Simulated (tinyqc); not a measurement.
Inside a calculation. Method: Pariser-Parr-Pople SCF with singles CI, for the molecule O=CC=O (SMILES; centres numbered as the heavy atoms are written). One step of it, computed by the program tinyqc.

Problem. Singles CI, singlets. Over the 4 single excitations with the smallest orbital gaps: A = (e_a - e_i) delta + 2 (ia|jb) - (ij|ab), with (pq|rs) = sum c_mp c_mq gamma_mn c_nr c_ns. f = 2/3 w |mu|^2 in atomic units, mu = sqrt2 sum c_ia sum_m c_mi c_ma R_m.

orbital energies (eV): [-16.046909, -14.184083, -3.163021, 0.684351]

coefficients, order 1O, 2C, 3C, 4O:
$$\begin{pmatrix}
0.531657 & 0.636708 & -0.466199 & -0.307575 \\
0.466199 & 0.307575 & 0.531657 & 0.636708 \\
0.466199 & -0.307575 & 0.531657 & -0.636708 \\
0.531657 & -0.636708 & -0.466199 & 0.307575
\end{pmatrix}$$

repulsion gamma_rs (eV), order 1O, 2C, 3C, 4O:
$$\begin{pmatrix}
15.200000 & 8.102761 & 5.413077 & 3.765672 \\
8.102761 & 11.130000 & 7.555018 & 5.413077 \\
5.413077 & 7.555018 & 11.130000 & 8.102761 \\
3.765672 & 5.413077 & 8.102761 & 15.200000
\end{pmatrix}$$

Centres (angstrom, eV; a flat drawing with bonds scaled to 1.40 angstrom):
```
centre          x          y  core charge z          W   gamma_rr
1O       1.848000  -0.127000              1  17.700000  15.200000
2C       0.559000   0.421000              1  11.160000  11.130000
3C      -0.559000  -0.421000              1  11.160000  11.130000
4O      -1.848000   0.127000              1  17.700000  15.200000
```

Give: singlet CI matrix; singlet excitation energies; oscillator strengths.

Solution.

singlet CI matrix (eV), order 2>3, 1>3, 2>4, 1>4:
$$\begin{pmatrix}
6.3942 & 0.0000 & 0.0000 & -0.5056 \\
0.0000 & 7.4307 & -0.1223 & 0.0000 \\
0.0000 & -0.1223 & 8.9250 & 0.0000 \\
-0.5056 & 0.0000 & 0.0000 & 10.2095
\end{pmatrix}$$

singlet excitation energies (eV): [6.3283, 7.4207, 8.9350, 10.2754]

oscillator strengths: [1.0508, 0.0000, 0.0000, 0.1646]
